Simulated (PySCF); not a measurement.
## Potential energy of SO⁺ along the bond

Set-up: basis S x2c-SVPall, O x2c-SVPall; spin-free X2C with a Gaussian nucleus; PySCF 2.14. Energies in eV from S⁺ + O in their ground configurations at the same level. State: ²Π (doublet), unpaired electrons π ↑.

All columns are UHF. A positive dipole points towards O; it is taken about the centre of mass and depends on that origin.

| R (Å) | E (eV) | μ (D) | Mulliken charge on S (basis-dependent) | HOMO (eV) | LUMO (eV) | Mayer bond order | ⟨S²⟩ |
| --- | --- | --- | --- | --- | --- | --- | --- |
| 1.236 | 0.959 | -2.45 | 1.08 | -19.49 | -8.29 | 2.29 | 0.76 |
| 1.293 | -0.123 | -2.63 | 1.10 | -19.88 | -8.67 | 2.28 | 0.76 |
| 1.351 | -0.617 | -2.72 | 1.10 | -20.24 | -9.05 | 2.25 | 0.80 |
| 1.394 | -0.694 | -2.89 | 1.13 | -20.52 | -9.27 | 2.27 | 0.76 |
| 1.437 | -0.591 | -2.98 | 1.13 | -20.77 | -9.53 | 2.27 | 0.76 |
| 1.480 | -0.347 | -3.06 | 1.14 | -21.01 | -9.77 | 2.27 | 0.76 |
| 1.538 | 0.137 | -3.16 | 1.15 | -21.32 | -10.04 | 2.26 | 0.76 |
| 1.609 | 0.886 | -3.17 | 1.14 | -21.64 | -10.27 | 2.18 | 0.76 |
| 1.696 | 1.851 | -2.97 | 1.09 | -21.74 | -10.46 | 2.05 | 0.76 |
| 1.811 | 3.074 | -2.39 | 1.00 | -20.86 | -10.54 | 1.79 | 0.76 |

For an ion De counts to the pair picked by the measured ionisation energies or electron affinities, which need not be the lowest pair at this level. Hartree–Fock leaves out correlation, which carries a large part of most bond energies and some tenths to 1 eV of ionisation energies. The state was picked by a PBE0 search and need not be the measured ground state.
